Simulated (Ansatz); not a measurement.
Ansatz (an electronic-structure program) input for carbon disulfide anion (CS2), SMILES S=C=S (connectivity only; charge and spin as stated), charge -1, multiplicity 2, PBE0/def2-TZVPD. Coordinates come from a PBE0-D3(BJ)/def2-TZVPD optimisation. The multiplicity is an assumed one; other spin states were not compared.

Ansatz 0.2 input:
```yaml
crystal:
  periodic: [false, false, false]
  atoms:
    - {symbol: S, position_ang: [0.00000000, -1.54906859, 0.07705703]}
    - {symbol: C, position_ang: [0.00000000, 0.00000000, -0.41097082]}
    - {symbol: S, position_ang: [0.00000000, 1.54906859, 0.07705703]}
basis:
  gaussian:
    orbitals: def2-TZVPD
hamiltonian:
  xc: {name: PBE0}
total_charge: -1
magnetization: {spin_polarized: true, initial_magnetization: 1}
```

Log of the run:

```
WARN ansatz: RAYON_NUM_THREADS=1 ignored (pool sized by the plan → 1); use --threads N
Functional definition: PBE0
integrals: 0.05 GiB planned
804 factors; their error is unknown
mean field: 0.58 GiB planned
mean field evaluation 1: about -22700.1018 eV, gradient 5.7e0 eV
mean field evaluation 2: about -22700.1437 eV, gradient 6.0e0 eV
mean field evaluation 4: about -22700.3059 eV, gradient 9.7e-1 eV
mean field evaluation 8: about -22700.3719 eV, gradient 2.9e-2 eV
mean field evaluation 16: about -22700.3719 eV, gradient 3.6e-5 eV
mean field -22700.37192083 eV, -834.2232812256 hartree, gradient 3.4e-5 eV, S^2 0.757675; 1 other end points of the search recorded, 0 dependent functions left out
reference -22700.37195470 eV, -834.2232824704 hartree; 20, 19 occupied and 109, 110 virtual orbitals, 804 factors
Total energy: -22700.37195470 eV, -834.2232824704 hartree
```

Self-consistency was reached.

Cost: around 5 core-seconds (rough).
